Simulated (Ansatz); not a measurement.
C3H5NO can be A, `COC1=NC1`, or B, `C1=NCOC1`.

Computed with Ansatz on PBE0-D4/def2-TZVP structures; ΔE is electronic, products minus reactants. CCSD(T)/CBS is the MP2 limit (def2-TZVPP, def2-QZVPP) plus CCSD(T) − MP2 in def2-TZVPP, frozen cores. Functionals use def2-TZVPP. B3LYP here is the variant with VWN-RPA as its local correlation; programs differ in this.

A:

Z-matrix (Å, degrees):
```
C
O 1 1.433
H 1 1.091 2 110.1
H 1 1.087 2 106.1 3 119.6
H 1 1.091 2 110.1 3 -120.8
C 2 1.306 1 113.3 3 60.6
C 6 1.422 2 147.1 1 180.0
N 6 1.249 2 141.9 1 0.0
H 7 1.087 6 120.8 2 80.2
H 7 1.087 6 120.8 2 -80.1
```

B:

```xyz
10

C     1.1057   -0.0799    0.1588
N     0.7153    1.0997   -0.0673
C    -0.7108    1.0480   -0.2498
O    -1.1357   -0.3031   -0.1111
C     0.0000   -1.0883    0.1604
H     2.1514   -0.3184    0.3341
H    -0.9727    1.4228   -1.2468
H    -1.2048    1.6761    0.5016
H     0.1431   -1.8590   -0.6099
H    -0.0914   -1.5979    1.1300
```

(1) Which isomer does CCSD(T)/CBS put lower? Give the gap. (An estimate is asked.)

(2) Give E(B) − E(A) in kcal/mol with MP2/def2-TZVPP, ωB97M-V, B3LYP, CCSD/def2-TZVPP, B2PLYP, CCSD(T)/def2-SVP, PBE-D4. (An estimate is asked.)

(3) Does the order hold for the free energy at 298.15 K (harmonic terms from PBE0-D4)? (Estimate.)

Largest T1 diagnostic: 0.013.

## Answers

(1) The calculation gave: B, by 33.3 kcal/mol.

(2) Ansatz gave: MP2/def2-TZVPP -31.0, ωB97M-V -32.5, B3LYP -30.7, CCSD/def2-TZVPP -33.7, B2PLYP -31.1, CCSD(T)/def2-SVP -31.5, PBE-D4 -29.9. None reverses the order clearly.

(3) The calculation gave: Yes: G(B) − G(A) = -31.2 kcal/mol.

Leaving LDA and LC-ωPBE aside and taking each functional with its dispersion term where it has one, the values, not all of them listed here, spread over 5.5 kcal/mol, from BHLYP-D4 to BLYP-D4. LDA lies −4.5 kcal/mol from PBE without D4. In def2-TZVPP, CCSD(T) changes the Hartree–Fock value by +2.4 kcal/mol (the triples alone add +0.8 kcal/mol) and MP2 by +4.3 kcal/mol.
